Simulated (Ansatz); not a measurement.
# CNa: the cost of one run

All numbers are computed with Ansatz 0.2.0 through its Python package. Level of theory: B3LYP+D4/pcseg-2.

## 1. The system

Bond lengths: Na1–C2 2.385 Å.

No structure file is read: the coordinates are typed or built in the script.

## 2. Script

The input, run_spin.py:

```python
"""Vertical spin-state energies of CNa(-)."""

import ansatz


def main() -> None:
    geometry_ang = [
        ("Na", (0.0, 0.0, 0.0)),
        ("C", (0.0, 0.0, 2.385)),
    ]
    molecule = ansatz.Crystal.molecule()
    for symbol, xyz in geometry_ang:
        molecule = molecule.atom(symbol, xyz)

    setup = molecule.calculation()
    setup = setup.basis(gaussian="pcseg-2")
    setup = setup.functional("b3lyp", dispersion="d4").charge(-1)
    found = {}
    for unpaired in [0, 2, 4]:
        data = setup.spin("collinear", total=unpaired).run(threads=1, backend="cpu").report
        s = unpaired / 2
        found[unpaired] = data["free_energy_ev"]
        print(f"2S+1 = {unpaired + 1}: E = {found[unpaired]:.5f} eV, <S^2> = {abs(data['mean_field']['state']['spin_squared']):.3f} (pure state {s * (s + 1):.2f})")
    lowest = min(found, key=found.get)
    for unpaired, e in found.items():
        print(f"multiplicity {unpaired + 1}: {96.485332 * (e - found[lowest]):.1f} kJ/mol above the lowest")


if __name__ == "__main__":
    main()
```

## 3. Launch

Command:

```console
> python run_spin.py
```

**Question.** How long does this script take on 1 thread of Arm Neoverse V1, shared host, and how much memory does it need?

About 19 s, with a peak of 0.18 GiB.
